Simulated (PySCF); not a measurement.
Compound: C₄H₃S₂ (charge -1).
Atom-mapped SMILES: `[S-:1][c:2]1[cH:3][cH:4][cH:5][s:6]1` (hydrogens: H7 on C3; H8 on C4; H9 on C5)

All values: PBE0/pcSseg-1 (PySCF, non-relativistic), on one gas-phase PBE0-D3(BJ)/def2-SVP geometry that isn't relaxed in the solvent. The solvent is an IEF-PCM continuum (van der Waals radii × 1.2). The model holds no explicit solvent molecules, cavitation or dispersion.

Gas phase at PBE0/pcSseg-1: HOMO -0.22 eV, LUMO 4.31 eV.

Question: What does the continuum do to the energy and the frontier levels at PBE0/pcSseg-1 in methanol?

Answer: 
```tsv
solvent	ε	E(solvent) − E(gas) (kcal/mol)	polarisation term (kcal/mol)	distortion of the solute (kcal/mol)	HOMO (eV)	LUMO (eV)
methanol	32.61	-57.01	-60.65	3.64	-4.72	0.14
```

The polarisation term is half the interaction of the solute with the surface charges that it induces; the rest is the cost of distorting the solute's density. The sum is the electrostatic part of solvation alone.

Question: Which radius a makes Born's formula ΔE = −(q²/2a)(1 − 1/ε) give the value in methanol?

Answer: a = q²(1 − 1/ε)/(2|ΔE|) = 2.82 Å, with q = -1 e and |ΔE| = 0.0909 Eh; the farthest nucleus lies 3.04 Å from the centroid of the nuclei. The formula assumes a point charge at the centre of a sphere.

Question: Which Hirshfeld charges (PBE0/pcSseg-1) respond most in methanol (means over atoms taken as equivalent)?

Answer: 
```tsv
atoms	environment	gas (e)	solvent (e)	change
S1	thiolate sulfur	-0.534	-0.623	-0.089
H9	aromatic hydrogen	+0.015	+0.047	+0.032
C2	substituted aromatic carbon	-0.067	-0.095	-0.028
H8	aromatic hydrogen	+0.021	+0.048	+0.027
C5	aromatic CH next to a ring sulfur	-0.159	-0.133	+0.026
H7	aromatic hydrogen	+0.015	+0.028	+0.013
```

Question: Which Mayer bond orders change most in methanol?

Answer: 
| bond | length (Å) | gas | solvent | change |
| --- | --- | --- | --- | --- |
| S1–C2 | 1.700 | 1.305 | 1.180 | -0.125 |
| C2–C3 | 1.398 | 1.413 | 1.437 | +0.024 |
| C4–C5 | 1.373 | 1.551 | 1.572 | +0.021 |
| C5–S6 | 1.736 | 1.088 | 1.100 | +0.012 |
| S6–C2 | 1.780 | 1.054 | 1.066 | +0.012 |
| C5–H9 | 1.090 | 0.965 | 0.957 | -0.008 |
| C3–C4 | 1.419 | 1.277 | 1.270 | -0.007 |
| C4–H8 | 1.095 | 0.976 | 0.971 | -0.005 |

Question: How do the nuclear quadrupole coupling constants eQVzz/h respond in methanol?

Answer: 
| nucleus | Q (barn) | gas (MHz) | solvent (MHz) | η gas | η solvent |
| --- | --- | --- | --- | --- | --- |
| 33S at S1 | -0.06781 | -40.00 | -39.25 | 0.38 | 0.27 |
| 33S at S6 | -0.06781 | -30.46 | -29.81 | 0.76 | 0.72 |
